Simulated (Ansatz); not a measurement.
**the pair HS2···H: levels of theory compared**

Wanted: a comparison of 6 runs (BHLYP/STO-3G, CAM-B3LYP/STO-3G, r2SCAN/STO-3G, RPA@PBE/STO-3G, CCSDT/STO-3G, FCI/STO-3G) of the pair HS2···H. 

Program for the calculation: Ansatz 0.2.0.

29 further runs of the same task are left out: 29 set aside as unsound or not needed.

## 1. Starting point

H2S2: 4 atoms, total charge 0, spin state singlet. The H4–S2 distance was set to 2.010 Å, away from the relaxed value.

Bond lengths: S1–S2 2.045 Å, S1–H3 1.340 Å. Angles: S2–S1–H3 98.1°. A long bond or contact: S2–H4 2.010 Å.

## 2. A single-point energy at BHLYP/STO-3G (run 1)

job.yaml reads:

```yaml
basis:
  gaussian: {orbitals: STO-3G}
crystal:
  periodic: [false, false, false]
  atoms:
    - symbol: S
      position_ang: [-0.710160, -0.089120, -1.330126]
    - symbol: S
      position_ang: [-0.705290, 1.140210, 0.304494]
    - symbol: H
      position_ang: [0.424100, 0.344850, -1.895916]
    - symbol: H
      position_ang: [0.143010, -0.127830, 1.612990]
accuracy: high
hamiltonian: {xc: {name: BHLYP}}
```

Run with:

```
$ ansatz run job.yaml --threads 1 --pin off --max-ram 2610MiB --events-out events.jsonl --progress --plain --runs-dir runs
```

Log:

```text
Warning: RAYON_NUM_THREADS=1 ignored (pool sized by the plan → 1); use --threads N
Functional definition: BHLYP
  name "BHLYP"
  parameter a = 0.5
  exchange = (1 - a)*b88_x + a*exact_x
  correlation = lyp_c
342 factors; integrals over basis functions are off by at most 1.9e-8 eV
mean field evaluation 1: about -21459.6751 eV, gradient 5.7e0 eV
mean field evaluation 2: about -21459.8758 eV, gradient 2.0e0 eV
mean field evaluation 4: about -21459.9057 eV, gradient 3.1e-1 eV
mean field evaluation 8: about -21459.9079 eV, gradient 1.8e-3 eV
mean field evaluation 16: about -21459.9079 eV, gradient 5.7e-8 eV
mean field -21459.90788610 eV, -788.6370687663 hartree, gradient 5.5e-8 eV, S^2 0.000000; 0 other end points of the search recorded, 0 dependent functions left out
reference -21459.90790352 eV, -788.6370694064 hartree; 17, 17 occupied and 3, 3 virtual orbitals, 342 factors
Total energy: -21459.90790352 eV, -788.6370694064 hartree
```

Run time: 0.89 s. Hardware: 1 thread of Arm Neoverse V1, shared host.

## 3. A single-point energy at CAM-B3LYP/STO-3G (run 2)

run.yaml reads:

```yaml
crystal:
  periodic: [false, false, false]
  atoms:
    - {symbol: S, position_ang: [-0.710160, -0.089120, -1.330126]}
    - {symbol: S, position_ang: [-0.705290, 1.140210, 0.304494]}
    - {symbol: H, position_ang: [0.424100, 0.344850, -1.895916]}
    - {symbol: H, position_ang: [0.143010, -0.127830, 1.612990]}
basis:
  gaussian:
    orbitals: STO-3G
hamiltonian:
  xc: {name: CAM-B3LYP}
accuracy: high
```

Run with:

```
$ ansatz run run.yaml --threads 1 --pin off --max-ram 2610MiB --events-out events.jsonl --progress --plain --runs-dir runs
```

Log:

```text
Warning: RAYON_NUM_THREADS=1 ignored (pool sized by the plan → 1); use --threads N
Functional definition: CAM-B3LYP
  name "CAM-B3LYP"
  parameter alpha = 0.19
  parameter beta = 0.46
  parameter omega = 0.33/bohr
  parameter ac = 0.81
  exchange = (1 - alpha - beta)*b88_x + beta*b88_x_sr(omega) + alpha*exact_x + beta*exact_x_lr(omega)
  correlation = (1 - ac)*vwn5_c + ac*lyp_c
342 factors; integrals over basis functions are off by at most 1.9e-8 eV
137 factors; integrals over basis functions are off by at most 1.3e-9 eV
mean field evaluation 1: about -21458.5801 eV, gradient 6.0e0 eV
mean field evaluation 2: about -21458.7932 eV, gradient 2.1e0 eV
mean field evaluation 4: about -21458.8251 eV, gradient 2.7e-1 eV
mean field evaluation 8: about -21458.8003 eV, gradient 1.8e-3 eV
mean field evaluation 16: about -21458.8003 eV, gradient 7.0e-8 eV
mean field -21458.80028979 eV, -788.5963653524 hartree, gradient 6.9e-8 eV, S^2 0.000000; 0 other end points of the search recorded, 0 dependent functions left out
reference -21458.80030213 eV, -788.5963658060 hartree; 17, 17 occupied and 3, 3 virtual orbitals, 342 factors
Total energy: -21458.80030213 eV, -788.5963658060 hartree
```

It took 1.1 s on 1 thread of Arm Neoverse V1, shared host; peak memory 0.092 GiB.

Run 3 isn't shown in full; the table further down has it.

## 4. The energy at RPA@PBE/STO-3G (run 4)

input.yaml reads:

```yaml
basis:
  gaussian: {orbitals: STO-3G}
crystal:
  periodic: [false, false, false]
  atoms:
    - {symbol: S, position_ang: [-0.710160, -0.089120, -1.330126]}
    - {symbol: S, position_ang: [-0.705290, 1.140210, 0.304494]}
    - {symbol: H, position_ang: [0.424100, 0.344850, -1.895916]}
    - {symbol: H, position_ang: [0.143010, -0.127830, 1.612990]}
hamiltonian: {xc: pbe}
correlation: {method: rpa, frozen_orbitals: {H: 0, S: 5}}
accuracy: high
```

Run with:

```
$ ansatz run input.yaml --threads 1 --pin off --max-ram 2610MiB --events-out events.jsonl --progress --plain --runs-dir runs
```

Log:

```text
Warning: RAYON_NUM_THREADS=1 ignored (pool sized by the plan → 1); use --threads N
Functional definition: PBE
  name "PBE"
  parameter kappa = 0.804
  parameter beta = 0.06672455060314922
  exchange = pbe_x(kappa = kappa, mu = beta*pi^2/3)
  correlation = pbe_c(beta = beta)
342 factors; integrals over basis functions are off by at most 1.9e-8 eV
mean field evaluation 1: about -21449.2308 eV, gradient 1.2e1 eV
mean field evaluation 2: about -21449.1913 eV, gradient 1.2e1 eV
mean field evaluation 4: about -21449.8434 eV, gradient 6.3e0 eV
mean field evaluation 8: about -21450.0407 eV, gradient 8.5e-2 eV
mean field evaluation 16: about -21450.0399 eV, gradient 1.0e-6 eV
mean field -21450.03990627 eV, -788.2744271960 hartree, gradient 6.3e-8 eV, S^2 0.000000; 0 other end points of the search recorded, 0 dependent functions left out
10 core orbitals not correlated: weight in the atoms' cores, before any rotation towards them, 1.000 or more for the frozen orbitals, at most 0.000 for the correlated occupied ones
reference -21424.63599546 eV, -787.3408506934 hartree; 7, 7 occupied and 3, 3 virtual orbitals, 342 factors
Total energy: -21429.43888119 eV, -787.5173534882 hartree
```

Run time: 1.4 s. Hardware: 1 thread of Arm Neoverse V1, shared host; peak memory 0.094 GiB.

Run 5 isn't shown in full; the table further down has it.

## 5. A single-point energy at FCI/STO-3G (run 6)

run.yaml reads:

```yaml
crystal:
  periodic: [false, false, false]
  atoms:
    - symbol: S
      position_ang: [-0.710160, -0.089120, -1.330126]
    - symbol: S
      position_ang: [-0.705290, 1.140210, 0.304494]
    - symbol: H
      position_ang: [0.424100, 0.344850, -1.895916]
    - symbol: H
      position_ang: [0.143010, -0.127830, 1.612990]
basis:
  gaussian:
    orbitals: STO-3G
correlation:
  method: fci
  frozen_orbitals: {H: 0, S: 5}
accuracy: high
```

Run with:

```
$ ansatz run run.yaml --threads 1 --pin off --max-ram 2610MiB --events-out events.jsonl --progress --plain --runs-dir runs
```

Log:

```text
Warning: RAYON_NUM_THREADS=1 ignored (pool sized by the plan → 1); use --threads N
Functional definition: HF
  name "HF"
  exchange = exact_x
  correlation = 0
342 factors; integrals over basis functions are off by at most 1.9e-8 eV
mean field evaluation 1: about -21424.5847 eV, gradient 8.3e0 eV
mean field evaluation 2: about -21424.6230 eV, gradient 8.3e0 eV
mean field evaluation 4: about -21425.0475 eV, gradient 7.4e-1 eV
mean field evaluation 8: about -21425.0527 eV, gradient 1.1e-2 eV
mean field -21425.05270293 eV, -787.3561644102 hartree, gradient 5.1e-8 eV, S^2 0.000000; 0 other end points of the search recorded, 0 dependent functions left out; unrestricted orbitals would lower it
mean field evaluation 16: about -21425.9831 eV, gradient 5.5e-1 eV
10 core orbitals not correlated: weight in the atoms' cores, before any rotation towards them, 1.000 or more for the frozen orbitals, at most 0.000 for the correlated occupied ones
reference -21425.05270293 eV, -787.3561644102 hartree; 7, 7 occupied and 3, 3 virtual orbitals, 342 factors
state -21428.40738295 eV, -787.4794466271 hartree
Total energy: -21428.40738295 eV, -787.4794466271 hartree
```

Wall time 0.32 s (1 thread of Arm Neoverse V1, shared host).

## 6. Overview of the runs

```
run             level  frozen core orbitals  energy (Eh)  wall time
  1      BHLYP/STO-3G                     –  -788.637069     0.89 s
  2  CAM-B3LYP/STO-3G                     –  -788.596366      1.1 s
  3     r2SCAN/STO-3G                     –  -788.609408      2.3 s
  4    RPA@PBE/STO-3G                    10  -787.517353      1.4 s
  5      CCSDT/STO-3G                    10  -787.479269     0.24 s
  6        FCI/STO-3G                    10  -787.479447     0.32 s
```

## 7. Summary of results

| quantity | value |
| --- | --- |
| run 6: total energy | -787.47945 Eh |
| run 6: correlation energy (10 core orbitals frozen) | -123.3 mEh |

**Reading.** Against full CI in this basis: CCSDT +0.2 mEh. Totals of different functionals can't be ranked against each other. In run 5 the log says that unrestricted orbitals would lower the reference, so the values rest on an unstable closed-shell determinant (other closed-shell runs at this shape may share the fault). In runs 1, 2, 3, 4, 5, 6 the basis is minimal, so the values are rough. All runs together took 6.2 s, the longest 2.3 s.
